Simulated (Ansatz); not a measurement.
Reaction (isomerisation): `Fc1cccs1` → `C=C1C=C(F)S1`

Computed with Ansatz on PBE0-D4/def2-TZVP structures; ΔE is electronic, products minus reactants. CCSD(T)/CBS is the MP2 limit (def2-TZVPP, def2-QZVPP) plus CCSD(T) − MP2 in def2-TZVPP, frozen cores. DFT in def2-TZVPP. B3LYP here is the variant with VWN-RPA as its local correlation; programs differ in this.

```tsv
species	B3LYP-D4 energy (Eh)
`Fc1cccs1`	-652.38419
`C=C1C=C(F)S1`	-652.33013
```

(1) Work out ΔE.

Largest T1 diagnostic among the species: 0.014.

## Answers

(1) ΔE = (-652.33013) − (-652.38419) = 0.05406 Eh = +1.47 eV. CCSD(T)/CBS gives +1.47 eV.

In def2-TZVPP, CCSD(T) changes the Hartree–Fock value by +0.04 eV (the triples alone add +0.01 eV) and MP2 by +0.20 eV. From PBE to PBE0 (25 % exact exchange), in def2-TZVPP and without D4, ΔE moves by +0.08 eV.
